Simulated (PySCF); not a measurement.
Molfile (atoms numbered from 1):
```
H3NS
     RDKit          3D

  5  4  0  0  0  0  0  0  0  0999 V2000
   -0.5286    0.1398    0.1581 N   0  0  0  0  0  0  0  0  0  0  0  0
    0.9323   -0.4522   -0.4887 S   0  0  0  0  0  0  0  0  0  0  0  0
   -1.0556   -0.6024    0.5957 H   0  0  0  0  0  0  0  0  0  0  0  0
   -1.0853    0.5859   -0.5569 H   0  0  0  0  0  0  0  0  0  0  0  0
    1.7707    0.2953    0.2542 H   0  0  0  0  0  0  0  0  0  0  0  0
  1  2  1  0
  1  3  1  0
  1  4  1  0
  2  5  1  0
M  END
```

Computational details: NMR shieldings at B97-2/pcSseg-2/GIAO, PBE0-D3(BJ)/def2-TZVP geometry, in PySCF 2.14 (isolated molecule, non-relativistic, a single conformation, fast rotation and ring inversion assumed for equivalent nuclei).

Chemical shifts δ = σref − σ; ¹H vs TMS; ¹⁵N vs NH3; ³³S vs CS2, all at this level.

| atoms | nucleus | count | δ (ppm) |
| --- | --- | --- | --- |
| H3/H4 | ¹H | 2 | ? |
| H5 | ¹H | 1 | 4.94 |
| N1 | ¹⁵N | 1 | -3.9 |
| S2 | ³³S | 1 | ? |

Fill in the missing shifts.

## Answers


- H3/H4: 1.25 ppm, hydrogen on a nitrogen bonded to S; exchangeable, gas-phase position
- S2: 109 ppm, sulfur bonded to N, H

OH/NH shifts are gas-phase values; hydrogen bonding in solution moves them, usually downfield. Experimental scales use liquid or dissolved standards, which lie at an offset from isolated NH3 (liquid NH3: subtract about 20 ppm).
